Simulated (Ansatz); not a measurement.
Ga₂O₃ (C2/m, No. 12) was calculated with PBE (Ansatz, a program for electronic structure, plane waves, PAW).

Run with plane-wave cutoff 520 eV, 12×12×6 k mesh (along the axes of the cell as run), scalar-relativistic PAW data made under PBE.

Computed at the level's own relaxed cell.

Problem. What does this level give for the Voigt–Reuss–Hill bulk modulus, polycrystal shear modulus (Hill average), Young modulus and Poisson ratio?

Solution. 
- Voigt–Reuss–Hill bulk modulus: 156 GPa
- polycrystal shear modulus (Hill average): 69.1 GPa
- Young modulus: 181 GPa
- Poisson ratio: 0.307

Note: the relaxation could not lower the start's symmetry, so the cell can be a saddle point above a distorted one; the volume lies 5 % above that of the published cell.

Elastic constants are with the ions relaxed.

Static lattice: no zero-point or thermal effects.

The result took about 2.6 core-hours (a rough figure).
